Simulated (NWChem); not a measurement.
System: hydrogen fluoride (HF); SMILES F

Input file for NWChem:

```
start job
memory heap 200 mb stack 900 mb global 1100 mb
geometry units angstroms noautoz
  F      0.000000     0.000000     0.094420
  H      0.000000     0.000000    -0.840355
end
basis spherical
  * library def2-tzvp
end
dft
  xc xctpssh
  iterations 150
  mulliken
end
task dft energy
```

Coordinates come from a B3LYP/6-31G* (spherical d) optimisation.

Problem. Give the results of this calculation. (TPSSh/def2-TZVP.) Quantities: energy (Ha); highest occupied level (eV); orbital gap (eV); dipole (D).

Solution. 
```json
{
  "energy (Ha)": "-100.48",
  "highest occupied level (eV)": "-10.37",
  "orbital gap (eV)": "10.75",
  "dipole (D)": "1.92"
}
```
